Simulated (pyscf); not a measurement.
Structures and frequencies: ωB97X-D3(BJ)/def2-SVP in PySCF.

For the elementary gas-phase step `[CH3][Si]([CH3])[Cl]` [doublet] + `[H][H]` -> `[CH3][SiH][CH3]` [doublet] + `[ClH]` (doublet surface; Cl–Si, H–H broken, H–Si, Cl–H formed), what barrier and reaction energy does ωB97M-D3(BJ)/def2-TZVP give, measured from the separated reactants?

ΔE‡ = 2.04 eV, ΔE = +0.95 eV. Zero-point energy shifts the barrier by +0.08 eV. It is a four-centre exchange, with an imaginary mode of 880i cm⁻¹. One saddle was located; it need not be the lowest between these sides.
